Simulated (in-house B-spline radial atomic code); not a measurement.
Xe. Computed with a B-spline radial atomic code. Model: non-relativistic spherical atom: semilocal Troullier-Martins pseudo-atom, one channel per l, against all electrons, high spin, G0W0 and RPA with empty states to l = 8, local potential for every l without a channel, a model core (radius 0 = none) keeps its share of the functional.

The core holds an angular momentum without a channel of its own, so the local potential lets valence electrons into it.

Without relativity these are model numbers for so heavy an element.

What the tables leave out is listed at the end.

The pseudopotential gives back the lowest level of each angular momentum of its own functional in the configuration it was made in; a second state of the same l is only approximately right. Exact exchange, RPA and GW see the smooth pseudo-orbitals and miss the exchange with the core, for which the functional's share stands in. The column with an uncorrelated core keeps all orbitals and exact exchange, and so separates missing core correlation from pseudisation. Only the three outermost levels and the lowest empty one were computed. RPA here is direct RPA, with no exchange kernel, and its energies carry an (l + 1/2)⁻⁴ tail. A hybrid on a potential with a model core restores only its own semilocal share of the core's exchange.

Command:
```bash
python run_psgw.py task.json out
```
Settings (lengths in bohr, energies in hartree):
```
Z                      54
electrons              54
configuration          [Kr] 4d10 5s2 5p6
generated_in           [Kr] 4d10 5s2 5p6
functional             pbe,pbe
core_shells            9
radius_factor          1
core_correction        False
```

Run time, properties included: 33 s on 1 thread of Arm Neoverse N1, with other jobs on the host.

Given: made with PBE; model core radius 0 bohr; local radius 1.738 bohr; mean-field start PBE.

Valence shells of the generating configuration: 5s, 5p.

Channel: s 1.705, p 1.927 (radii in bohr).

Computed: largest level miss in the spin-unpolarised generating configuration 0.001 eV; valence RPA correlation energy all-electron orbitals -0.34409 hartree; all-electron RPA polarisability, core included 25.233 bohr³; pseudo-atom RPA polarisability 27.435 bohr³.

```json
{"level": "5p", "occupied": "1", "mean-field all-electron (eV)": "-8.2896", "mean-field pseudo minus all (eV)": "0", "G0W0 all-electron (eV)": "-12.38", "G0W0 uncorrelated core minus all (eV)": "0.286", "G0W0 pseudo minus all (eV)": "-0.084", "exchange self-energy all-electron (eV)": "-18.558", "exchange self-energy pseudo (eV)": "-15.481"}
```

**Question.** What is the valence RPA correlation energy pseudo?

**Answer.** -0.52208 hartree.

Given: mean-field start PBE0.

Computed: valence RPA correlation energy all-electron orbitals -0.31661 hartree; valence RPA correlation energy pseudo -0.45141 hartree; pseudo-atom RPA polarisability 24.061 bohr³.

```
level  occupied  mean-field all-electron (eV)  mean-field pseudo minus all (eV)  G0W0 all-electron (eV)  G0W0 uncorrelated core minus all (eV)  G0W0 pseudo minus all (eV)  exchange self-energy all-electron (eV)  exchange self-energy pseudo (eV)
   5p         1                       -9.5731                             0.037                 -12.614                                   0.29                      -0.098                                 -18.558                           -15.509
```

**Question.** What is the all-electron RPA polarisability, core included?

**Answer.** 22.112 bohr³.

Given: mean-field start Hartree-Fock.

Computed: valence RPA correlation energy all-electron orbitals -0.25687 hartree; all-electron RPA polarisability, core included 17.423 bohr³; pseudo-atom RPA polarisability 18.565 bohr³.

```json
{"level": "5p", "occupied": "1", "mean-field all-electron (eV)": "-12.444", "mean-field pseudo minus all (eV)": "0.07", "G0W0 all-electron (eV)": "-13.057", "G0W0 uncorrelated core minus all (eV)": "0.277", "G0W0 pseudo minus all (eV)": "0.072", "exchange self-energy all-electron (eV)": "-18.333", "exchange self-energy pseudo (eV)": "-15.476"}
```

**Question.** What is the valence RPA correlation energy pseudo?

**Answer.** -0.33416 hartree.

Among the listed levels the largest G0W0 shift of the pseudo-atom is -0.10 eV, for 5p on the PBE0 start, while leaving the core uncorrelated moves that level by +0.29 eV. The rest, -0.39 eV, comes from pseudisation and the lost core exchange. Not in the tables (levels of low weight, unsolved or above zero; the highest and the empty levels are kept at any weight): on PBE the G0W0 levels 5s (pseudo minus all -3094.78 eV, weights 1.00 and 0.15); on PBE0 the G0W0 levels 5s (pseudo minus all +3.21 eV, weights 0.35 and 0.25); on Hartree-Fock the G0W0 levels 5s (pseudo minus all +1.48 eV, weights 0.74 and 0.85).
